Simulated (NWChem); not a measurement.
System meant: acetylene (C₂H₂); SMILES C#C

Here is an NWChem input.

```
start job
memory heap 200 mb stack 900 mb global 1100 mb
geometry units angstroms noautoz
  C      0.000000     0.000000    -0.602571
  C      0.000000     0.000000     0.602571
  H      0.000000     0.000000    -1.669035
  H      0.000000     0.000000     1.669035
end
basis spherical
  C library def2-svp
  H library def2-svp
end
dft
  xc pbe0
  iterations 4
  mulliken
end
task dft energy
```

End of the output:

```
    Atom       Charge   Shell Charges
 -----------   ------   -------------------------------------------------------
    1 C    6     6.04   1.97  0.63  0.35  1.81  1.23  0.05
    2 C    6     6.04   1.97  0.63  0.35  1.81  1.23  0.05
    3 H    1     0.96   0.61  0.27  0.08
    4 H    1     0.96   0.61  0.27  0.08

 center of mass
 --------------
 x =   0.00000000 y =   0.00000000 z =   0.00000000

 moments of inertia (a.u.)
 ------------------
          51.170333902881           0.000000000000           0.000000000000
           0.000000000000          51.170333902881           0.000000000000
           0.000000000000           0.000000000000           0.000000000000

     Multipole analysis of the density
     ---------------------------------

     L   x y z        total         alpha         beta         nuclear
     -   - - -        -----         -----         ----         -------
     0   0 0 0     -0.000000     -7.000000     -7.000000     14.000000

     1   1 0 0      0.000000      0.000000      0.000000      0.000000
     1   0 1 0      0.000000      0.000000      0.000000      0.000000
     1   0 0 1     -0.000000     -0.000000     -0.000000      0.000000

     2   2 0 0     -9.915564     -4.957782     -4.957782      0.000000
     2   1 1 0     -0.000000     -0.000000     -0.000000      0.000000
     2   1 0 1     -0.000000     -0.000000     -0.000000      0.000000
     2   0 2 0     -9.915564     -4.957782     -4.957782      0.000000
     2   0 1 1     -0.000000     -0.000000     -0.000000      0.000000
     2   0 0 2     -5.149902    -20.302531    -20.302531     35.455160

 ------------------------------------------------------------------------
 dft energy failed                                                                                  0
 ------------------------------------------------------------------------
 ------------------------------------------------------------------------
  current input line :
    18: task dft energy
 ------------------------------------------------------------------------
 ------------------------------------------------------------------------
 This type of error is most commonly associated with calculations not reaching convergence criteria
 ------------------------------------------------------------------------
 For more information see the NWChem manual at https://nwchemgit.github.io

0:dft energy failed:Received an Error in Communication
```

Q: Find the fault in this run and fix the input.

A: Convergence was not reached. Cause: the SCF was allowed too few iterations. This input runs:
```
start job
memory heap 200 mb stack 900 mb global 1100 mb
geometry units angstroms noautoz
  C      0.000000     0.000000    -0.602571
  C      0.000000     0.000000     0.602571
  H      0.000000     0.000000    -1.669035
  H      0.000000     0.000000     1.669035
end
basis spherical
  * library def2-svp
end
dft
  xc pbe0
  iterations 150
  mulliken
end
task dft energy
```
It converges to -77.16838 Ha (PBE0/def2-SVP).
